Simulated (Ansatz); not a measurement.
Start from GaAs in the zinc blende structure (space group F-43m, No. 216; a = 5.7461 Å).

Levels (all Ansatz, an electronic-structure program, PAW, earlier PAW set): PBE (420 eV, without spin-orbit coupling); r2SCAN (500 eV, spin-orbit coupling left out); HSE06 (420 eV, no SOC); PBE+SOC (420 eV, noncollinear with spin-orbit coupling); HSE06+SOC (420 eV, noncollinear with spin-orbit coupling).

Levels that relaxed their own cell: PBE.

```csv
level,band gap,lattice parameter a,spin-orbit splitting at Γ,electron mass at Γ
PBE,0.16 eV,5.746 Å,–,–
r2SCAN,0.63 eV,–,–,0.035 mₑ
HSE06,1.01 eV,–,–,–
PBE+SOC,0.05 eV,–,0.33 eV,–
HSE06+SOC,0.89 eV,–,0.36 eV,–
```

Measured: band gap 1.57 eV (static lattice; corrected from measurement; as listed in Wei Chen et al., Physical Review Materials (2018)); lattice parameter a 5.64 Å (static lattice; corrected from measurement; as listed in Daniel Mejia-Rodriguez, S. B. Trickey, Phys. Rev. B (2018)); spin-orbit splitting at Γ 0.341 eV (temperature not stated; as listed in I. Vurgaftman, J. R. Meyer, L. R. Ram-Mohan, Journal of Applied Physics (2001)); electron mass at Γ 0.066 mₑ (temperature not stated; as listed in Magdalena Laurien, Oleg Rubel, Phys. Rev. B (2022)).

Computed minus measured — band gap: PBE -1.41 eV, r2SCAN -0.94 eV, HSE06 -0.56 eV, PBE+SOC -1.52 eV, HSE06+SOC -0.68 eV (closest: HSE06); lattice parameter a: PBE +1.9 %; spin-orbit splitting at Γ: PBE+SOC -0.01 eV, HSE06+SOC +0.02 eV; electron mass at Γ: r2SCAN -47 %. Measured values not marked as corrected hold thermal and zero-point effects that the static-lattice runs lack. A measured gap can be an optical one, lowered by exciton binding. Levels without spin-orbit coupling miss its lowering of the gap, often about a third of the valence-band splitting.

Single points use the geometry relaxed with PBE. The spin-orbit shifts are approximate. Masses are band curvatures over ±0.01 Å⁻¹ around the edge. Stability against distortions was not tested. The zero or small gap of GaAs can change with the level of theory.
